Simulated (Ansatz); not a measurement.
# H₃OSSi radical: how energies converge with the basis set

How large a basis does H₃OSSi radical need? Two functionals are run in growing sets.

Computed with Ansatz 0.2.0, Gaussian basis. Level: one geometry, several basis sets.

The runs, in order: PBE0-D4/def2-SVP; ωB97M-V/def2-SVP; PBE0-D4/def2-QZVPP; ωB97M-V/def2-QZVPP; the functionals' def2-TZVPP values are taken from earlier runs.

**1. The geometry**

An earlier PBE0-D4 in a triple-zeta def2 set relaxation fixed the geometry.

SMILES `O[SiH2][S]`, 6 atoms, charge 0, spin multiplicity 2.

Atoms are counted from 1 here; the program's logs count them from 0.

Bond lengths: O1–Si2 1.639 Å, O1–H4 0.959 Å, Si2–S3 2.114 Å, Si2–H5 1.491 Å, Si2–H6 1.479 Å. Angles: Si2–O1–H4 117.8°, O1–Si2–S3 115.7°, O1–Si2–H5 112.5°, O1–Si2–H6 104.9°, S3–Si2–H5 101.6°, S3–Si2–H6 110.7°, H5–Si2–H6 111.7°.

**2. PBE0-D4 in def2-SVP**

in.yaml

```yaml
crystal:
  periodic: [false, false, false]
  atoms:
    - {symbol: O, position_ang: [-0.506178, -1.252787, 0.071630]}
    - {symbol: Si, position_ang: [0.267296, 0.188630, 0.177638]}
    - {symbol: S, position_ang: [-0.863268, 1.879058, -0.400110]}
    - {symbol: H, position_ang: [-0.970332, -1.452496, -0.743212]}
    - {symbol: H, position_ang: [1.434018, 0.278444, -0.746127]}
    - {symbol: H, position_ang: [0.680564, 0.295250, 1.593882]}
basis:
  gaussian: {orbitals: def2-SVP}
magnetization: {spin_polarized: true, initial_magnetization: 1}
hamiltonian: {xc: pbe0, dispersion: d4}
output: {orbitals: {seedname: orbitals}}
```

The runs that follow: ωB97M-V in def2-SVP; PBE0-D4 in def2-QZVPP; ωB97M-V in def2-QZVPP.

Before running them: what should the planned runs give, taken together? Wanted: PBE0-D4: double and triple zeta above quadruple; ωB97M-V: double and triple zeta above quadruple.

As calculated:

```
                                       quantity           value
PBE0-D4: double and triple zeta above quadruple  10.08, 0.73 eV
ωB97M-V: double and triple zeta above quadruple  10.08, 0.69 eV
```

For PBE0-D4 the step from double to triple zeta gains 9.35 eV and the next only 0.73 eV. These are total energies; as a rule much of such shifts cancels in differences, which this series doesn't test.
